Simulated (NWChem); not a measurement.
**AlNH2Cl (SMILES [NH2][Al][Cl]): levels of theory compared**

We compute a comparison of 6 runs (UHF/3-21G, UHF/6-31G**, UBLYP/6-31G, UB3LYP/6-31G*, UPBE0/def2-SVP) of AlNH2Cl. 

The calculation is run with NWChem 7.3.0.

## 1. The system as given

The species is AlNH2Cl (5 atoms), meant as a doublet with charge 0. SMILES: `[NH2][Al][Cl]`. The coordinates come from a PBE0-D4/def2-TZVP relaxation. This is one conformer, not always the lowest.

Bond lengths: N1–Al2 1.765 Å, Al2–Cl3 2.116 Å, N1–H4 1.007 Å, N1–H5 1.009 Å. Angles: N1–Al2–Cl3 116.7°, Al2–N1–H4 124.9°, Al2–N1–H5 124.1°, H4–N1–H5 111.0°.

## 2. Energy and gradient at UHF/3-21G (run 1)

The input, geom.nw:

```
start geom
memory stack 880 mb heap 220 mb global 1100 mb
charge 0

geometry units angstrom noautosym nocenter noautoz
   N       -0.549400       0.461700      -0.232000
   Al       0.402600      -0.291600       1.049100
   Cl       1.907000      -1.649700       0.440800
   H       -1.293600       1.123300      -0.083500
   H       -0.416600       0.282700      -1.215900
end

basis spherical bse
   * library 3-21G
end

scf
   doublet
   uhf
   thresh 1e-08
   maxiter 80
   noprint "final vectors analysis"
end

task scf gradient
```

Command:

```console
$ nwchem geom.nw > geom.out
```

Standard output:

```text
[...]
  functions       =    39
[...]
  wavefunction    = UHF
[...]
         Total SCF energy =   -753.283427693866
      One electron energy =  -1281.931189812242
      Two electron energy =    409.123584126573
 Nuclear repulsion energy =    119.524177991804
                       Sz =      0.5000
                 Sz(Sz+1) =      0.7500
                      S^2 =      0.7542
[...]
                         UHF ENERGY GRADIENTS
    atom               coordinates                        gradient
                 x          y          z           x          y          z
   1 N      -1.038215   0.872486  -0.438416    0.002025  -0.001401   0.005635
   2 Al      0.760804  -0.551044   1.982512    0.024101  -0.021994  -0.013461
   3 Cl      3.603707  -3.117481   0.832991   -0.024539   0.022199   0.010700
   4 H      -2.444550   2.122729  -0.157792   -0.002657   0.002332   0.000191
   5 H      -0.787260   0.534226  -2.297718    0.001070  -0.001136  -0.003064
[...]
```

It took 2.9 s on 1 thread of Intel Xeon Platinum 8259CL at 2.50GHz (Skylake/Cascade Lake), shared host; peak memory 0.099 GiB.

## 3. Energy and gradient at UHF/6-31G(d,p) (spherical functions) (run 2)

The input, job.nw:

```
start job
memory 2200 mb
charge 0
geometry units atomic noautosym nocenter noautoz
   N  -1.03821553  0.87248655 -0.43841646
   Al  0.76080374 -0.55104414  1.98251168
   Cl  3.60370772 -3.11748119  0.83299128
   H  -2.44454971  2.12272936 -0.15779213
   H  -0.78725990  0.53422558 -2.29771799
end
basis spherical bse
   * library 6-31G**
end
scf
   nopen 1
   uhf
   thresh 1e-08
   maxiter 80
end
task scf gradient
```

Command:

```console
$ nwchem job.nw > job.out
```

Standard output:

```text
[...]
  functions       =    60
[...]
  wavefunction    = UHF
[...]
         Total SCF energy =   -757.084061749439
      One electron energy =  -1286.478282393722
      Two electron energy =    409.870051236237
 Nuclear repulsion energy =    119.524169408046
                       Sz =      0.5000
                 Sz(Sz+1) =      0.7500
                      S^2 =      0.7530
[...]
                         UHF ENERGY GRADIENTS
    atom               coordinates                        gradient
                 x          y          z           x          y          z
   1 N      -1.038216   0.872487  -0.438416    0.005445  -0.004178   0.009244
   2 Al      0.760804  -0.551044   1.982512    0.002531  -0.002396  -0.002812
   3 Cl      3.603708  -3.117481   0.832991   -0.002668   0.002436   0.001559
   4 H      -2.444550   2.122729  -0.157792   -0.007262   0.006477   0.001873
   5 H      -0.787260   0.534226  -2.297718    0.001953  -0.002339  -0.009863
[...]
```

Run time: 18 s. Hardware: 1 thread of Intel Xeon Platinum 8259CL at 2.50GHz (Skylake/Cascade Lake), shared host; peak memory 0.099 GiB.

## 4. Energy and forces at UBLYP/6-31G (run 3)

The input, mymol.nw:

```
start mymol
memory total 2200 mb
geometry units au noautosym nocenter noautoz
   N   -1.03821553   0.87248655  -0.43841646
   Al   0.76080374  -0.55104414   1.98251168
   Cl   3.60370772  -3.11748119   0.83299128
   H   -2.44454971   2.12272936  -0.15779213
   H   -0.78725990   0.53422558  -2.29771799
end
basis spherical bse
   * library 6-31G
end
dft
   xc becke88 lyp
   mult 2
   grid xfine
   convergence energy 1e-08
   maxiter 100
   mulliken
end
task dft gradient
```

Command:

```console
$ nwchem mymol.nw > mymol.out
```

Standard output:

```text
[...]
          Wavefunction type:  spin polarized.
          No. of atoms     :     5
          No. of electrons :    39
[...]
          Charge           :     0
          Spin multiplicity:     2
[...]
          AO basis - number of functions:    39
[...]
              XC Information
              --------------
                    Becke 1988 Exchange Functional  1.000
              Lee-Yang-Parr Correlation Functional  1.000
[...]
 d= 0,ls=0.0,diis     1   -758.4736910748 -8.78D+02  2.52D-02  1.23D-01     1.9
[...]
 d= 0,ls=0.5,diis    61   -758.5443791718 -7.91D-09  2.91D-07  5.97D-10    91.1
[...]
         Total DFT energy =     -758.544379177478
      One electron energy =    -1286.109768204529
           Coulomb energy =      462.640441869998
    Exchange-Corr. energy =      -54.599222250992
 Nuclear repulsion energy =      119.524169408046
[...]
      Total Density - Mulliken Population Analysis
     ---------------------------------------------
    Atom       Charge   Shell Charges
 -----------   ------   -------------------------------------------------------
    1 N    7     7.92   2.00  0.77  2.53  0.85  1.77
    2 Al  13    12.36   2.00  2.00  5.96  0.91  1.03  0.28  0.19
    3 Cl  17    17.33   2.00  2.00  5.97  1.42  3.63  0.56  1.76
    4 H    1     0.69   0.52  0.17
    5 H    1     0.69   0.52  0.18
[...]
      <S2> =      0.7517 (Exact =     0.7500)
[...]
  wavefunction    = open shell
                         DFT ENERGY GRADIENTS
    atom               coordinates                        gradient
                 x          y          z           x          y          z
   1 N      -1.038216   0.872487  -0.438416    0.005063  -0.003948   0.007307
   2 Al      0.760804  -0.551044   1.982512    0.015074  -0.014932  -0.026789
   3 Cl      3.603708  -3.117481   0.832991   -0.026574   0.023984   0.010679
   4 H      -2.444550   2.122729  -0.157792    0.008729  -0.007882  -0.003516
   5 H      -0.787260   0.534226  -2.297718   -0.002292   0.002778   0.012319
[...]
```

Wall time 98 s (1 thread of Intel Xeon Platinum 8259CL at 2.50GHz (Skylake/Cascade Lake), shared host); peak memory 0.12 GiB.

Runs 4 to 5 aren't shown in full; the table further down has their settings and results.

## 5. Energy and forces at UPBE0/def2-SVP (run 6)

The input, run.py:

```python
from ase import Atoms
from ase.calculators.nwchem import NWChem

mol = Atoms(['N', 'Al', 'Cl', 'H', 'H'], positions=[
    [-0.549400, 0.461700, -0.232000],
    [0.402600, -0.291600, 1.049100],
    [1.907000, -1.649700, 0.440800],
    [-1.293600, 1.123300, -0.083500],
    [-0.416600, 0.282700, -1.215900],
])

calc = NWChem(
    label='sp',
    theory='dft',
    memory='2200 mb',
    basis='def2-SVP',
    basispar='spherical bse',
    dft={'xc': 'pbe0', 'mult': '2', 'grid': 'xfine', 'convergence': 'energy 1e-08', 'iterations': '100', 'mulliken': None},
)
mol.calc = calc

forces = mol.get_forces()
print(f"energy = {mol.get_potential_energy():.6f} eV")
print("forces (eV/A):")
for s, f in zip(mol.symbols, forces):
    print(f"{s:2s} {f[0]:10.5f} {f[1]:10.5f} {f[2]:10.5f}")
```

Command:

```console
$ export ASE_NWCHEM_COMMAND="nwchem PREFIX.nwi > PREFIX.nwo"
$ python run.py
```

Standard output:

```text
energy = -20627.759860 eV
forces (eV/A):
N     0.11611   -0.09086    0.17329
Al    0.00339    0.00725    0.16260
Cl    0.10269   -0.09205   -0.03317
H    -0.24698    0.21824    0.02360
H     0.02479   -0.04253   -0.32632
```

The calculator wrote sp.nwi:

```
title "sp"

permanent_dir sp

scratch_dir sp

start sp

geometry units angstrom nocenter noautosym noautoz
  N  -5.4940000000000000e-01 4.6170000000000000e-01 -2.3200000000000001e-01
  Al 4.0260000000000001e-01 -2.9160000000000003e-01 1.0490999999999999e+00
  Cl 1.9070000000000000e+00 -1.6496999999999999e+00 4.4080000000000003e-01
  H  -1.2936000000000001e+00 1.1233000000000000e+00 -8.3500000000000005e-02
  H  -4.1660000000000003e-01 2.8270000000000001e-01 -1.2159000000000000e+00
end

memory 2200 mb

basis spherical bse noprint
   * library def2-SVP
end

dft
  xc pbe0
  mult 2
  grid xfine
  convergence energy 1e-08
  iterations 100
  mulliken
end

task dft gradient
```

sp.nwo:

```text
Northwest Computational Chemistry Package (NWChem) 7.3.0
             --------------------------------------------------------

           Job information
           ---------------

    nwchem branch   = 7.3.0
    use scalapack   = T
    input           = sp.nwi
    prefix          = sp.
    data base       = sp/sp.db
    status          = startup
    nproc           =        1

           Memory information
           ------------------

    heap     =     72089598 doubles =      550.0 Mbytes
    stack    =     72089595 doubles =      550.0 Mbytes
    global   =    144179200 doubles =     1100.0 Mbytes (distinct from heap & stack)
    total    =    288358393 doubles =     2200.0 Mbytes
    verify   = yes
    hardfail = no

[... 114 lines left out ...]
          Convergence on energy requested:  1.00D-08
[... 26 lines left out ...]
          Convergence Information
[... 30 lines left out ...]
 1-e energy   =   -1283.738586
[... 57 lines left out ...]
      One electron energy =    -1286.390287115917
[... 8 lines left out ...]
                    DFT Final Alpha Molecular Orbital Analysis
[... 970 lines left out ...]
          Convergence on gradient requested:  5.00D-04
[... 27 lines left out ...]
          total energy or number of iterations.
[... 28 lines left out ...]
    atom               coordinates                        gradient
                 x          y          z           x          y          z
   1 N      -1.038215   0.872486  -0.438416   -0.002258   0.001767  -0.003370
   2 Al      0.760804  -0.551044   1.982512   -0.000066  -0.000141  -0.003162
   3 Cl      3.603707  -3.117481   0.832991   -0.001997   0.001790   0.000645
   4 H      -2.444550   2.122729  -0.157792    0.004803  -0.004244  -0.000459
   5 H      -0.787260   0.534226  -2.297718   -0.000482   0.000827   0.006346

                 ----------------------------------------
                 |  Time  |  1-e(secs)   |  2-e(secs)   |
                 ----------------------------------------
                 |  CPU   |       0.00   |       1.96   |
                 ----------------------------------------
                 |  WALL  |       0.00   |       1.96   |
                 ----------------------------------------

 Task  times  cpu:       26.9s     wall:       26.9s
 Total times  cpu:       27.0s     wall:       27.0s
```

Wall time 28 s (1 thread of Intel Xeon Platinum 8259CL at 2.50GHz (Skylake/Cascade Lake), shared host); peak memory 0.13 GiB.

## 6. All runs side by side

```
run                                level  iteration cap  module  energy (Eh)  dipole moment (D)   ⟨S²⟩  largest force (eV/Å)  wall time
  1                            UHF/3-21G             80     scf  -753.283428               3.93  0.754                 1.815      2.9 s
  2    UHF/6-31G** (spherical functions)             80     scf  -757.084062               2.89  0.753                 0.592       18 s
  3                          UBLYP/6-31G            100     dft  -758.544379               3.20  0.752                 1.921       98 s
  4  UB3LYP/6-31G* (spherical functions)            100     dft  -758.641116               2.75  0.752                 0.428       31 s
  5  UB3LYP/6-31G* (Cartesian functions)            100     dft  -758.647168               2.74  0.752                 0.407       32 s
  6                       UPBE0/def2-SVP            100     dft  -758.056199               2.46  0.752                 0.330       28 s
```

## 7. Results

| quantity | value |
| --- | --- |
| run 6: total energy | -758.05620 Eh |
| run 6: dipole moment | 2.46 D |
| run 6: HOMO energy (highest over α and β) | -6.00 eV |
| run 6: LUMO energy (lowest over α and β) | -2.54 eV |
| run 6: ⟨S²⟩ | 0.752 |
| run 6: largest force on an atom | 0.330 eV/Å |

**Reading.** The dipole moment (its size) runs from 2.46 D (UPBE0/def2-SVP) to 3.93 D (UHF/3-21G). The two ends differ in method and basis. Totals of different functionals can't be ranked against each other. All runs together took 3.5 min, the longest 98 s.
